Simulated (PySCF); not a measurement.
Some computed properties have been withheld. Give your best values.

C2H2ClF3.
SMILES with atom numbers: `[F:1][CH2:2][C:3]([F:4])([F:5])[Cl:6]` (hydrogens: H7, H8 on C2)

Conformer (atom-mapped SMILES and torsion angles): `[F:1][CH2:2][C:3]([F:4])([F:5])[Cl:6]`: F1–C2–C3–F4 -60°.

```tsv
property	level	value
point group	PBE0-D3(BJ)/def2-TZVP	?
rotational constants A, B, C	PBE0-D3(BJ)/def2-TZVP	4.628, 2.012, 1.878 GHz
dipole moment	B97-2/pcSseg-2	?
HOMO energy	B97-2/pcSseg-2	?
LUMO energy	B97-2/pcSseg-2	?
13C chemical shifts (computed TMS as zero) by class	GIAO B97-2/pcSseg-2	?
1H chemical shifts (computed TMS as zero) by class	GIAO B97-2/pcSseg-2	?
isotropic shieldings of nuclei other than C and H, by class	GIAO B97-2/pcSseg-2	?
```

Electronic properties: PySCF, gas phase, density fitting. The structure is a single PBE0-D3(BJ)/def2-TZVP conformer in the gas phase; no vibrational or solvent corrections.

Task: What are the 1H chemical shifts (computed TMS as zero) by class?

Result: 4.57 (H7/H8) ppm.

Task: The HOMO energy?

Result: -9.55 eV.

Task: What are the isotropic shieldings of nuclei other than C and H, by class?

Result: 254 (F4/F5), 411 (F1), 638 (Cl6) ppm.

Task: Give the dipole moment.

Result: 1.99 D.

Task: Give the LUMO energy.

Result: -0.10 eV.

Task: The 13C chemical shifts (computed TMS as zero) by class?

Result: 139.0 (C3), 87.2 (C2) ppm.

Task: What is the point group?

Result: Cs.

The rotational constants make it an asymmetric top with κ = (2B − A − C)/(A − C) = -0.90, nearer the prolate limit (−1). A dipole of 1.99 D is allowed in Cs, and pure rotational transitions are dipole-allowed. The dipole matches unit charges of opposite sign 0.41 Å apart (1 e·Å = 4.8032 D). With B = h/(8π²I), that is 505.379 GHz u Å² over I, the principal moments of inertia are 109.2, 251.2 and 269.1 u Å² (most abundant isotopes); the inertial defect Ic − Ia − Ib is -91.3 u Å² (zero for a rigid planar frame, negative otherwise).
